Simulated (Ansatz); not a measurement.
**VPt$_{2}$ (Immm)**

These are results of DFT r2SCAN, scalar-relativistic, plane waves, PAW (Ansatz), not measurements.

Settings: cutoff 500 eV, Γ-centred mesh 18×18×18 on the computed 3-atom cell, Gaussian smearing of 0.10 eV; no spin polarisation.

The structure is relaxed at this level of theory with its symmetry kept. Whether it is the stable form of this composition wasn't checked.

```
CELL_PARAMETERS angstrom
-1.36022 1.89795 4.18387
1.36022 -1.89795 4.18387
1.36022 1.89795 -4.18387
ATOMIC_POSITIONS crystal
V 0.00000 0.00000 0.00000
Pt 0.33955 0.33955 0.00000
Pt 0.66045 0.66045 0.00000
```

```
Space group                                                       : Immm (No. 71)
Volume per atom                                                   : 14.40 Å³
Formation energy from the elements' standard states (uncorrected) : -0.597 eV/atom
Generalised Kohn–Sham band gap                                    : none (metal)
Density of states at the Fermi level                              : 2.01 states/eV per cell
Löwdin character within 0.5 eV of the Fermi level                 : V 3d 61 %, Pt 5d 29 %, unprojected 5 %
Bader charges (e)                                                 : V (1 in the cell) 1.30, Pt (2 in the cell) -0.65
```

Spin-orbit coupling is left out, which matters for the bands of heavy elements.

A ferromagnetic start lost its moments in a first run, so spin was left out; other magnetic orders weren't tried.